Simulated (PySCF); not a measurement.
BF + HCl → BCl + HF

Level: PBE in the def2-TZVP basis family, all electrons, no relativity, computed in PySCF with density fitting; open shells unrestricted.

| species | state and structure | E (Eh) | ZPE (kJ/mol) | H(298 K) − H(0) (kJ/mol) | S° (J/(mol K)) |
| --- | --- | --- | --- | --- | --- |
| BF | singlet, C∞v, B–F 1.276 Å | -124.57689 | 8.1 | 8.7 | 200.7 |
| HCl | singlet, C∞v, H–Cl 1.289 Å | -460.62635 | 17.3 | 8.7 | 186.8 |
| BCl | singlet, C∞v, B–Cl 1.732 Å | -484.77187 | 4.8 | 8.9 | 213.4 |
| HF | singlet, C∞v, H–F 0.932 Å | -100.39132 | 23.8 | 8.7 | 173.9 |

Task: What is the electronic reaction energy?

Result: At PBE/def2-TZVP, ΔE = 105.2 kJ/mol from the differences of the total energies times 2625.5, uphill. 

Task: Add zero-point, thermal and entropy terms for 298.15 K and 1 bar.

Result: ΔZPE = 3.2 and Δ[H(298) − H(0)] = 0.2 kJ/mol give ΔH° = 108.6 kJ/mol. ΔS° = -0.2 J/(mol K), so ΔG° = 108.6 − 298.15 × (-0.0002) = 109 kJ/mol and log₁₀K = -19.0.

Only the bonding shown was studied: isomers, or loss of a ligand pair, can lie lower.
